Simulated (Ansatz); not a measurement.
**Worked example: SiPH3⁺ (H-bridged), doublet against SiPH$_{3}$ (H-bridged), singlet**

Geometry (PBE0/def2-TZVP stationary point of a singlet), kept for both states (SiPH3 (H-bridged), singlet: A'; SiPH3⁺ (H-bridged), doublet: A''):

```xyz
5

Si   -0.0282    0.0000    1.0177
P    -0.0215    0.0000   -1.0416
H     1.2627    0.0000   -0.1869
H     0.0919    1.1877    1.9190
H     0.0919   -1.1877    1.9190
```

Basis cc-pVDZ; Ansatz 0.2.0. Correlated methods freeze the noble-gas cores. R marks a restricted (for open shells ROHF) determinant, U an unrestricted one.

Full CI isn't at hand for all of this; UCCSDT(Q) serves as the reference, and is uncertain by the last step of the cluster series or more.

```tsv
level	E(SiPH3 (H-bridged), singlet) (hartree)	E(SiPH3⁺ (H-bridged), doublet) (hartree)
UHF	-631.328215	-631.076396
UMP2	-631.543184	-631.258606
UCCSD(T)	-631.588472	-631.305976
PBE	-632.244776	-631.954398
PBE0	-632.304968	-632.013927
UCCSDT(Q)	-631.590198	-631.307685
```

Give the vertical gap, SiPH3⁺ (H-bridged) doublet less SiPH3 (H-bridged) singlet, at each level in eV (1 hartree = 27.2114 eV), and each error against UCCSDT(Q).

UCCSDT(Q): (-631.307685 − (-631.590198)) × 27.2114 = 7.688 eV (the reference)
PBE0: (-632.013927 − (-632.304968)) × 27.2114 = 7.920 eV, error 0.232 eV
PBE: (-631.954398 − (-632.244776)) × 27.2114 = 7.902 eV, error 0.214 eV
UCCSD(T): (-631.305976 − (-631.588472)) × 27.2114 = 7.687 eV, error -0.001 eV
UMP2: (-631.258606 − (-631.543184)) × 27.2114 = 7.744 eV, error 0.056 eV
UHF: (-631.076396 − (-631.328215)) × 27.2114 = 6.852 eV, error -0.836 eV

Total energies of functionals can't be set beside those of wave-function methods, since they hold the core's correlation and their own absolute errors; only the differences compare.

In so small a basis the reference is far from its limit while semilocal and hybrid functionals are nearer theirs, so the functionals' errors here hold much of the reference's basis and frozen-core error, which can add to them or hide them.

Each level lands on the state that its own search finds. T1 diagnostics of restricted CCSD: 0.015 and 0.020.
